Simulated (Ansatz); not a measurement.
Results of the Gaussian-basis code of Ansatz.

Basis-set series for C₂H₇B, SMILES `BCC`. Total charge 0; spin multiplicity 1. The structure was optimised at the PBE0-D4/def2-TZVP level.

```csv
functional,basis,functions,energy (Eh),HOMO (eV),LUMO (eV)
PBE0-D4,def2-SVP,77,-105.03310,-8.77,-1.16
PBE0-D4,def2-TZVPP,191,-105.14763,-8.79,-1.26
ωB97M-V,def2-SVP,77,-105.08760,-11.08,0.90
ωB97M-V,def2-TZVPP,191,-105.21151,-11.13,0.65
```

(1) Give the rows for def2-QZVPP. (An estimate is asked.)

## Answers

(1) The calculation gave: 
| functional | basis | functions | energy (Eh) | HOMO (eV) | LUMO (eV) |
| --- | --- | --- | --- | --- | --- |
| PBE0-D4 | def2-QZVPP | 381 | -105.15418 | -8.80 | -1.28 |
| ωB97M-V | def2-QZVPP | 381 | -105.21791 | -11.13 | 0.54 |

Positive LUMOs are unbound and depend on the basis.
